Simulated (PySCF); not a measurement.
PySCF input file for C₂H, SMILES [C]#C, multiplicity 2, TDA-M06-2X/def2-TZVPD. Geometry: B3LYP-D3(BJ)/def2-TZVPD. The isomer is the one that the SMILES or the coordinates give; other isomers of the formula were not compared.

```python
import numpy as np
from pyscf import gto, scf, dft, tdscf

mol = gto.M(
    atom='''
    C     0.00000000    0.00000000    0.72809198
    C     0.00000000    0.00000000   -0.47203524
    H     0.00000000    0.00000000   -1.53634048
    ''',
    basis='def2-TZVPD',
    charge=0,
    spin=1,
    max_memory=1600,
    verbose=4,
)
mf = dft.UKS(mol, xc='m06-2x').density_fit(auxbasis='def2-universal-jkfit')
mf.grids.level = 4
mf.conv_tol = 1e-9
mf.max_cycle = 100
mf.kernel()
fine, coarse = mf.grids, dft.Grids(mol).set(level=1).build(with_non0tab=True)
for _ in range(3):  # follow internal instabilities
    mf.grids = coarse
    mo, _, stable, _ = mf.stability(return_status=True, nroots=4)
    mf.grids = fine
    if stable:
        break
    mf.kernel(mf.make_rdm1(mo, mf.mo_occ))
mf.grids = dft.Grids(mol).set(level=2).build(with_non0tab=True)  # coarser grid for the response kernel
td = tdscf.TDA(mf)
td.nstates = 10
td.conv_tol = 1e-4
td.positive_eig_threshold = 1e-6
td.kernel(x0=td.get_init_guess(mf, 15))
td.analyze()
```

Output:

```
PySCF version 2.14.0

[INPUT] verbose = 4
[INPUT] num. atoms = 3
[INPUT] num. electrons = 13
[INPUT] charge = 0
[INPUT] spin (= nelec alpha-beta = 2S) = 1
[INPUT] symmetry False subgroup None
[INPUT] Mole.unit = angstrom
[INPUT] Symbol           X                Y                Z      unit          X                Y                Z       unit  Magmom
[INPUT]  1 C      0.000000000000   0.000000000000   0.728091980000 AA    0.000000000000   0.000000000000   1.375894435692 Bohr   0.0
[INPUT]  2 C      0.000000000000   0.000000000000  -0.472035240000 AA    0.000000000000   0.000000000000  -0.892017324743 Bohr   0.0
[INPUT]  3 H      0.000000000000   0.000000000000  -1.536340480000 AA    0.000000000000   0.000000000000  -2.903262741283 Bohr   0.0

nuclear repulsion = 20.2590049184296
number of shells = 31
number of NR pGTOs = 115
number of NR cGTOs = 83
basis = def2-TZVPD
ecp = {}


[settings echo left out]
init E= -76.7788723315508
  alpha nocc = 7  HOMO = -0.31985895156685  LUMO = 0.0180268202842879
  beta  nocc = 6  HOMO = -0.328642112817512  LUMO = -0.319858951566851

WARN: HOMO -0.31985895156685 >= LUMO -0.319858951566851

cycle= 1 E= -76.5818861709633  delta_E= 0.197  |g|= 0.197  |ddm|= 1.32
  alpha nocc = 7  HOMO = -0.365960597105524  LUMO = 0.0324011654527787
  beta  nocc = 6  HOMO = -0.346651829731212  LUMO = -0.170951486666809
  HOMO = -0.346651829731  LUMO = -0.170951486667  gap/eV = 4.78105
cycle= 2 E= -76.58985662088  delta_E= -0.00797  |g|= 0.183  |ddm|=  1.2
  alpha nocc = 7  HOMO = -0.380371357585576  LUMO = 0.0270399200981508
  beta  nocc = 6  HOMO = -0.362849719217127  LUMO = -0.153547905933735
  HOMO = -0.362849719217  LUMO = -0.153547905934  gap/eV = 5.69539
cycle= 3 E= -76.6038830400291  delta_E= -0.014  |g|= 0.0749  |ddm|= 0.279
  alpha nocc = 7  HOMO = -0.38498131799311  LUMO = 0.0302584403883621
  beta  nocc = 6  HOMO = -0.365285521529103  LUMO = -0.187459461910098
  HOMO = -0.365285521529  LUMO = -0.18745946191  gap/eV = 4.83889
cycle= 4 E= -76.6070127991698  delta_E= -0.00313  |g|= 0.0152  |ddm|= 0.289
  alpha nocc = 7  HOMO = -0.379758431650692  LUMO = 0.0303134372839828
  beta  nocc = 6  HOMO = -0.35973508391915  LUMO = -0.190048574957739
  HOMO = -0.359735083919  LUMO = -0.190048574958  gap/eV = 4.61741
cycle= 5 E= -76.6073748321264  delta_E= -0.000362  |g|= 0.00712  |ddm|= 0.163
  alpha nocc = 7  HOMO = -0.381695681064677  LUMO = 0.0302179000773499
  beta  nocc = 6  HOMO = -0.361473854686189  LUMO = -0.1938795188425
  HOMO = -0.361473854686  LUMO = -0.193879518843  gap/eV = 4.56047
cycle= 6 E= -76.6074945111747  delta_E= -0.00012  |g|= 0.00374  |ddm|= 0.0639
  alpha nocc = 7  HOMO = -0.381374496789336  LUMO = 0.030218948550111
  beta  nocc = 6  HOMO = -0.361107346169509  LUMO = -0.197605525242981
  HOMO = -0.36110734617  LUMO = -0.197605525243  gap/eV = 4.44911
cycle= 7 E= -76.6075575918091  delta_E= -6.31e-05  |g|= 0.00154  |ddm|= 0.0778
  alpha nocc = 7  HOMO = -0.3814421213839  LUMO = 0.0303081803914971
  beta  nocc = 6  HOMO = -0.361177566942064  LUMO = -0.194776447353529
  HOMO = -0.361177566942  LUMO = -0.194776447354  gap/eV = 4.52801
cycle= 8 E= -76.6075612346876  delta_E= -3.64e-06  |g|= 0.000706  |ddm|= 0.0181
  alpha nocc = 7  HOMO = -0.381467613643336  LUMO = 0.0302925920901203
  beta  nocc = 6  HOMO = -0.361200144839182  LUMO = -0.195772121393663
  HOMO = -0.361200144839  LUMO = -0.195772121394  gap/eV = 4.50153
cycle= 9 E= -76.6075622653113  delta_E= -1.03e-06  |g|= 8.97e-05  |ddm|= 0.0123
  alpha nocc = 7  HOMO = -0.381451664032035  LUMO = 0.0302881424119548
  beta  nocc = 6  HOMO = -0.361192975616611  LUMO = -0.195728227045652
  HOMO = -0.361192975617  LUMO = -0.195728227046  gap/eV = 4.50253
cycle= 10 E= -76.6075622779606  delta_E= -1.26e-08  |g|= 2.1e-05  |ddm|= 0.000725
  alpha nocc = 7  HOMO = -0.381455916164494  LUMO = 0.0302889519592604
  beta  nocc = 6  HOMO = -0.361197110270901  LUMO = -0.19574563514908
  HOMO = -0.361197110271  LUMO = -0.195745635149  gap/eV = 4.50216
cycle= 11 E= -76.6075622783529  delta_E= -3.92e-10  |g|= 4.03e-06  |ddm|= 0.000241
  alpha nocc = 7  HOMO = -0.381455212026974  LUMO = 0.0302885476614385
  beta  nocc = 6  HOMO = -0.361197021654182  LUMO = -0.195744639248925
  HOMO = -0.361197021654  LUMO = -0.195744639249  gap/eV = 4.50219
Extra cycle  E= -76.607562278363  delta_E= -1.01e-11  |g|= 4.13e-06  |ddm|= 3.21e-05
converged SCF energy = -76.607562278363  <S^2> = 0.77385325  2S+1 = 2.0237127
tot grids = 12832
uhf_internal: lowest eigs of H = [0.03014943 0.0301506  0.31401137 0.44515962]
<class 'pyscf.df.df_jk.DFUKS'> wavefunction is stable in the internal stability analysis
tot grids = 27792
Overwritten attributes  positive_eig_threshold  of <class 'pyscf.tdscf.uks.TDA'>


******** <class 'pyscf.tdscf.uks.TDA'> for <class 'pyscf.df.df_jk.DFUKS'> ********
nstates = 10
deg_eia_thresh = 1.000e-03
wfnsym = None
conv_tol = 0.0001
eigh lindep = 1e-12
eigh level_shift = 0
eigh max_cycle = 100


Excitation energies (eV)
[0.23796498 0.23796498 5.98259921 6.46527934 6.58117003 6.825897
 6.82817004 7.49168946 7.49325142 8.16325895]

** Excitation energies and oscillator strengths **
Excited State   1:      0.23796 eV   5210.19 nm  f=0.0003
       6b ->    7b      0.98496
Excited State   2:      0.23796 eV   5210.19 nm  f=0.0003
       5b ->    7b     -0.98496
Excited State   3:      5.98260 eV    207.24 nm  f=0.0004
       6a ->    9a      0.35841
       6a ->   10a     -0.32315
       6a ->   19a      0.13312
       7a ->    9a     -0.32315
       7a ->   10a     -0.35841
       7a ->   18a      0.13312
       5b ->   10b      0.15138
       5b ->   11b      0.42646
       5b ->   18b     -0.16445
       6b ->   10b      0.42646
       6b ->   11b     -0.15138
       6b ->   19b     -0.16445
Excited State   4:      6.46528 eV    191.77 nm  f=0.0000
       6a ->    9a     -0.45910
       6a ->   10a     -0.50919
       6a ->   18a      0.16217
       7a ->    9a     -0.50919
       7a ->   10a      0.45910
       7a ->   19a     -0.16217
Excited State   5:      6.58117 eV    188.39 nm  f=0.0000
       5b ->   10b     -0.63749
       5b ->   11b      0.22629
       5b ->   19b      0.18881
       6b ->   10b      0.22629
       6b ->   11b      0.63749
       6b ->   18b     -0.18881
Excited State   6:      6.82590 eV    181.64 nm  f=0.0000
       6a ->    9a     -0.30678
       6a ->   10a      0.34495
       7a ->    9a     -0.34495
       7a ->   10a     -0.30678
       5b ->   10b      0.27319
       5b ->   11b      0.42027
       5b ->   18b     -0.13132
       6b ->   10b     -0.42027
       6b ->   11b      0.27319
       6b ->   19b      0.13132
Excited State   7:      6.82817 eV    181.58 nm  f=0.0000
       6a ->    9a     -0.34638
       6a ->   10a     -0.30804
       7a ->    9a      0.30804
       7a ->   10a     -0.34638
       5b ->   10b      0.41890
       5b ->   11b     -0.27230
       5b ->   19b     -0.13086
       6b ->   10b      0.27230
       6b ->   11b      0.41890
       6b ->   18b     -0.13086
Excited State   8:      7.49169 eV    165.50 nm  f=0.0000
       6a ->    9a      0.34452
       6a ->   10a     -0.38740
       7a ->    9a      0.38740
       7a ->   10a      0.34452
       5b ->   10b      0.25058
       5b ->   11b      0.38548
       6b ->   10b     -0.38548
       6b ->   11b      0.25058
Excited State   9:      7.49325 eV    165.46 nm  f=0.0000
       6a ->    9a     -0.38612
       6a ->   10a     -0.34338
       7a ->    9a      0.34338
       7a ->   10a     -0.38612
       5b ->   10b     -0.38707
       5b ->   11b      0.25161
       6b ->   10b     -0.25161
       6b ->   11b     -0.38707
Excited State  10:      8.16326 eV    151.88 nm  f=0.0342
       6b ->    8b     -0.98919

** Transition electric dipole moments (AU) **
state          X           Y           Z        Dip. S.      Osc.
  1        -0.0156     -0.2401     -0.0000      0.0579      0.0003
  2         0.2401     -0.0156      0.0000      0.0579      0.0003
  3         0.0000     -0.0000     -0.0545      0.0030      0.0004
  4         0.0000      0.0000     -0.0000      0.0000      0.0000
  5        -0.0000      0.0000      0.0000      0.0000      0.0000
  6         0.0000     -0.0000      0.0000      0.0000      0.0000
  7        -0.0000      0.0000     -0.0000      0.0000      0.0000
  8         0.0000      0.0000      0.0000      0.0000      0.0000
  9        -0.0000      0.0000     -0.0000      0.0000      0.0000
 10        -0.0558     -0.4098     -0.0000      0.1710      0.0342

** Transition velocity dipole moments (imaginary part, AU) **
state          X           Y           Z        Dip. S.      Osc.
  1         0.0015      0.0228      0.0000      0.0005      0.0398
  2        -0.0228      0.0015      0.0000      0.0005      0.0398
  3         0.0000     -0.0000     -0.0223      0.0005      0.0015
  4         0.0000     -0.0000      0.0000      0.0000      0.0000
  5         0.0000      0.0000      0.0000      0.0000      0.0000
  6        -0.0000      0.0000      0.0000      0.0000      0.0000
  7         0.0000      0.0000     -0.0000      0.0000      0.0000
  8         0.0000      0.0000      0.0000      0.0000      0.0000
  9        -0.0000      0.0000     -0.0000      0.0000      0.0000
 10        -0.0171     -0.1257     -0.0000      0.0161      0.0358

** Transition magnetic dipole moments (imaginary part, AU) **
state          X           Y           Z
  1         0.5314     -0.0345     -0.0000
  2         0.0345      0.5314      0.0000
  3        -0.0000      0.0000     -0.0000
  4         0.0000     -0.0000     -0.0000
  5        -0.0000     -0.0000      0.0000
  6         0.0000     -0.0000      0.0000
  7        -0.0000     -0.0000     -0.0000
  8         0.0000     -0.0000     -0.0000
  9         0.0000     -0.0000      0.0000
 10        -0.0240      0.0033      0.0000
```

Self-consistency was reached.
